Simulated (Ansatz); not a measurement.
Species: C$_{5}$H$_{8}$, SMILES `C[C@]12C[C@H]1C2` (charge 0, multiplicity 1).

Task: Give a relaxed geometry from B3LYP-D3(BJ)/def2-TZVP (Ansatz, a first-principles code).

Result: the end point of this relaxation (outside a Z-matrix the atoms follow the SMILES, hydrogens last).
Z-matrix (Å, degrees):
```
C
C 1 1.4787
H 2 1.0770 1 130.47
C 1 1.4897 2 133.02 3 -0.01
H 4 1.0927 1 110.82 2 -60.05
H 4 1.0927 5 108.13 1 -121.65
H 4 1.0930 5 107.70 6 -116.12
C 1 1.4961 2 60.42 3 119.63
H 8 1.0857 1 116.17 2 -107.05
H 8 1.0898 9 114.20 1 146.85
C 1 1.4961 2 60.42 3 -119.64
H 11 1.0857 1 116.16 2 107.07
H 11 1.0898 12 114.20 1 -146.84
```
